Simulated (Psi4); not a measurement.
**O2F (SMILES [O]OF): levels of theory compared**

We compute a comparison of 4 runs (UHF/3-21G, UHF/cc-pVTZ-DK, UTPSSh/6-31G, UVV10/cc-pCVDZ) of O2F. 

Program for the calculation: Psi4 1.11.

## (1) Starting point

O2F has 3 atoms, charge 0, and is taken as a doublet. As SMILES, `[O]OF`. Geometry: relaxed at GFN2-xTB.

Bond lengths: O1–O2 1.194 Å. A long bond or contact: O2–F3 1.563 Å.

## (2) Energy and forces at UHF/3-21G (run 1)

calc.inp

```
memory 1.6 GB

molecule mol {
  0 2
  O      1.79478628    -0.55293386     0.92893267
  O      0.23562995     0.92010765     0.23054659
  F     -2.03039734    -0.36715489    -1.15946036
  units au
  symmetry c1
  no_reorient
  no_com
}

set {
  basis         3-21G
  reference     uhf
  puream        true
  e_convergence 1e-09
  d_convergence 1e-08
  scf_type      pk
  maxiter       200
}

gradient("scf")
print_variables()
```

Run with:

```sh
$ psi4 -n 1 calc.inp calc.out
```

calc.out:

```text
[...]
  Running in c1 symmetry.
[...]
  Nuclear repulsion =   69.253937779577214
[...]
  Multiplicity = 2
[...]
  Nalpha       = 13
  Nbeta        = 12
[...]
    Number of basis functions: 27
[...]
   @UHF iter   1:  -247.36855538753787   -7.09478e-01   1.97622e-02 DIIS/ADIIS
[...]
   @UHF iter  22:  -247.52506541971849    3.41061e-13   9.21713e-09 DIIS
[...]
   @S^2 Observed:                7.594023469E-01
[...]
    Orbital Energies [Eh]
    ---------------------
    Alpha Occupied:
       1A    -26.210767     2A    -20.735682     3A    -20.666533
       4A     -1.775870     5A     -1.552650     6A     -1.168377
       7A     -0.884949     8A     -0.794024     9A     -0.780261
      10A     -0.665134    11A     -0.640377    12A     -0.557086
      13A     -0.530184
    Alpha Virtual:
      14A      0.076898    15A      0.449177    16A      1.548412
      17A      1.609257    18A      1.647836    19A      1.688126
      20A      1.801034    21A      1.899249    22A      2.237609
      23A      2.260527    24A      2.344455    25A      2.597244
[...]
  @UHF Final Energy:  -247.52506541971849
   => Energetics <=
    Nuclear Repulsion Energy =             69.2539377795772140
    One-Electron Energy =                -480.7040914273794669
    Two-Electron Energy =                 163.9250882280837800
    Total Energy =                       -247.5250654197184872
  UHF NO Occupations:
  HONO-2 :   11  A 1.9984964
  HONO-1 :   12  A 1.9976383
[...]
 Multipole Moments:
 ------------------------------------------------------------------------------------
     Multipole            Electronic (a.u.)      Nuclear  (a.u.)        Total (a.u.)
 ------------------------------------------------------------------------------------
 L = 1.  Multiply by 2.5417464519 to convert [e a0] to [Debye]
 Dipole X            :          2.3475436           -2.0302462            0.3172973
 Dipole Y            :          0.4286483           -0.3670037            0.0616446
 Dipole Z            :          1.3409693           -1.1593092            0.1816602
 Magnitude           :                                                    0.3707803
[...]
  -Total Gradient:
     Atom            X                  Y                   Z
    ------   -----------------  -----------------  -----------------
       1       -0.109987075125     0.122184436258    -0.047267285322
       2        0.157218100939    -0.107926172074     0.074864083818
       3       -0.047231025814    -0.014258264184    -0.027596798496
[...]
```

It took 3.6 s on 1 thread of Intel Xeon Platinum 8259CL at 2.50GHz (Skylake/Cascade Lake), shared host; peak memory 0.18 GiB.

## (3) A single-point energy at UHF/cc-pVTZ-DK (ZORA, density fitting) (run 2)

job.inp

```
memory 1600 mb

molecule geom {
  0 2
  O      0.949760    -0.292600     0.491570
  O      0.124690     0.486900     0.122000
  F     -1.074440    -0.194290    -0.613560
}

set globals {
  basis cc-pVTZ-DK
  reference uhf
  relativistic zora
}

energy("hf")
```

Run with:

```sh
$ psi4 -i job.inp -o job.out -n 1
```

job.out:

```text
[...]
  Running in cs symmetry.
[...]
  Nuclear repulsion =   69.253937683562086
[...]
  Multiplicity = 2
[...]
  Nalpha       = 13
  Nbeta        = 12
[...]
    Number of basis functions: 90
[...]
   @DF-UHF iter   1:  -249.12334274851199   -7.42628e-01   8.60679e-03 DIIS/ADIIS
[...]
   @DF-UHF iter  17:  -249.27118984647447   -1.99390e-08   7.91656e-07 DIIS
[...]
   @S^2 Observed:                7.662381736E-01
[...]
    Orbital Energies [Eh]
    ---------------------
    Alpha Occupied:
       1Ap   -26.376490     2Ap   -20.878395     3Ap   -20.802816
       4Ap    -1.771498     5Ap    -1.565742     6Ap    -1.195612
       1App   -0.898870     7Ap    -0.822568     8Ap    -0.796723
       2App   -0.672641     9Ap    -0.647753     3App   -0.572044
      10Ap    -0.547652
    Alpha Virtual:
      11Ap     0.061772    12Ap     0.380612     4App    0.654064
      13Ap     0.681559    14Ap     0.714507    15Ap     0.726009
      16Ap     0.753621     5App    0.779200    17Ap     0.902880
       6App    0.987539    18Ap     1.005539    19Ap     1.042755
[...]
  @DF-UHF Final Energy:  -249.27118984647447
   => Energetics <=
    Nuclear Repulsion Energy =             69.2539376835620857
    One-Electron Energy =                -483.0519988034761809
    Two-Electron Energy =                 164.5268712734396388
    Total Energy =                       -249.2711898464744706
  UHF NO Occupations:
  HONO-2 :   10 Ap 1.9975454
  HONO-1 :    2App 1.9963800
[...]
 Multipole Moments:
 ------------------------------------------------------------------------------------
     Multipole            Electronic (a.u.)      Nuclear  (a.u.)        Total (a.u.)
 ------------------------------------------------------------------------------------
 L = 1.  Multiply by 2.5417464519 to convert [e a0] to [Debye]
 Dipole X            :         -0.4933114            1.1049693            0.6116579
 Dipole Y            :         -0.0017489            0.1743288            0.1725799
 Dipole Z            :          0.0000000            0.0000000            0.0000000
 Magnitude           :                                                    0.6355385
[...]
```

It took 17 s on 1 thread of Intel Xeon Platinum 8259CL at 2.50GHz (Skylake/Cascade Lake), shared host; peak memory 0.3 GiB.

Run 3 isn't shown in full; the table further down has it.

## (4) A single-point energy at UVV10/cc-pCVDZ (density fitting, ddPCM ethanol) (run 4)

input.dat

```
memory 1600 MB

molecule {
  0 2
  O
  O 1 R2
  F 2 R3 1 A3

  R2 = 1.19371
  R3 = 1.563004
  A3 = 113.04017
  symmetry c1
}

set {
  reference uks
  puream true
  ddx true
  ddx_model pcm
  ddx_solvent ethanol
  ddx_radii_set uff
}

result, w = energy("vv10/cc-pCVDZ", return_wfn=True)
```

Run with:

```sh
$ psi4 -i input.dat -o output.dat -n 1
```

output.dat:

```text
[...]
  Running in c1 symmetry.
[...]
  Nuclear repulsion =   69.253924793060804
[...]
  Multiplicity = 2
[...]
  Nalpha       = 13
  Nbeta        = 12
[...]
    Number of basis functions: 54
[...]
   @DF-UKS iter   1:  -250.35196111254618   -2.42826e-01   9.17907e-03 ADIIS/DIIS
[...]
   @DF-UKS iter  11:  -250.42770731468107   -6.62953e-09   4.95784e-07 DIIS
[...]
   @S^2 Observed:                7.527751519E-01
[...]
    Orbital Energies [Eh]
    ---------------------
    Alpha Occupied:
       1A    -24.318446     2A    -19.038057     3A    -18.960695
       4A     -1.257648     5A     -1.043310     6A     -0.758666
       7A     -0.541805     8A     -0.528287     9A     -0.513638
      10A     -0.332170    11A     -0.319023    12A     -0.317037
      13A     -0.249195
    Alpha Virtual:
      14A     -0.157541    15A      0.150284    16A      0.717012
      17A      0.726534    18A      0.766856    19A      0.802277
      20A      0.844865    21A      0.849771    22A      1.009822
      23A      1.111620    24A      1.156548    25A      1.194401
[...]
  @DF-UKS Final Energy:  -250.42770731468107
   => Energetics <=
    Nuclear Repulsion Energy =             69.2539247930608042
    One-Electron Energy =                -483.2961847730168756
    Two-Electron Energy =                 191.4378451956097251
    DFT Exchange-Correlation Energy =     -27.9287549067680203
    Empirical Dispersion Energy =           0.0000000000000000
    VV10 Nonlocal Energy =                  0.1073073387306368
    DD Solvation Energy =                 -0.0018449622973845
    Total Energy =                       -250.4277073146810721
[...]
 Multipole Moments:
 ------------------------------------------------------------------------------------
     Multipole            Electronic (a.u.)      Nuclear  (a.u.)        Total (a.u.)
 ------------------------------------------------------------------------------------
 L = 1.  Multiply by 2.5417464519 to convert [e a0] to [Debye]
 Dipole X            :          0.3441042           -0.8564325           -0.5123283
 Dipole Y            :         -0.4381334            0.7196328            0.2814994
 Dipole Z            :         -0.0000000            0.0000000           -0.0000000
 Magnitude           :                                                    0.5845701
[...]
```

Wall time 32 s (1 thread of Intel Xeon Platinum 8259CL at 2.50GHz (Skylake/Cascade Lake), shared host); peak memory 0.29 GiB.

## (5) All runs side by side

```
run                                            level      task  integrals  energy (Eh)  dipole moment (D)  HOMO energy (eV)  LUMO energy (eV)  wall time
  1                                        UHF/3-21G  gradient         pk  -247.525065               0.94            -13.52              2.09      3.6 s
  2           UHF/cc-pVTZ-DK (ZORA, density fitting)    energy         df  -249.271190               1.62            -13.99              1.68       17 s
  3                                     UTPSSh/6-31G  gradient         pk  -249.994903               1.16             -8.40             -4.89       36 s
  4  UVV10/cc-pCVDZ (density fitting, ddPCM ethanol)    energy         df  -250.427707               1.49             -6.78             -5.06       32 s
```

## (6) Outcome

| quantity | value |
| --- | --- |
| run 4: total energy | -250.42771 Eh |
| run 4: dipole moment | 1.49 D |
| run 4: HOMO energy (highest over α and β) | -6.78 eV |
| run 4: LUMO energy (lowest over α and β) | -5.06 eV |
| run 4: solvent term in the energy | -4.8 kJ/mol |
| run 4: ⟨S²⟩ | 0.753 |

The dipole moment (its size) runs from 0.94 D (UHF/3-21G) to 1.62 D (UHF/cc-pVTZ-DK). The two ends differ in basis and Hamiltonian. Totals of different functionals can't be ranked against each other. All runs together took 89 s, the longest 36 s.
